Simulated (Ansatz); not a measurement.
## Ansatz (development build ahead of 0.2.0) run

```yaml
crystal:
  periodic: [false, false, false]
  atoms:
    - { symbol: B, position_ang: [0.00054, 0.04437, -0.58435] }
    - { symbol: F, position_ang: [0.00995, -0.04309, 0.58406] }
basis:
  gaussian: { orbitals: def2-SVP }
total_charge: 1
magnetization:
  spin_polarized: true
  initial_magnetization: 1
hamiltonian:
  xc: hf
correlation:
  method: ccsd_t
  frozen_orbitals: { B: 1, F: 1 }
scf:
  omitted_lower_state_checks: [stability, starts, atomic_configurations, cluster_reference, orbital_swaps, given_window_search, neighbouring_geometries, increment]
```

The input is written out in the form of the current development build from the run's settings.

The run gave:

```yaml
Converged: yes
Reference_energy: -123.64299 hartree
Correlation_energy: -0.22900 hartree
Total_energy: -123.87199 hartree
```
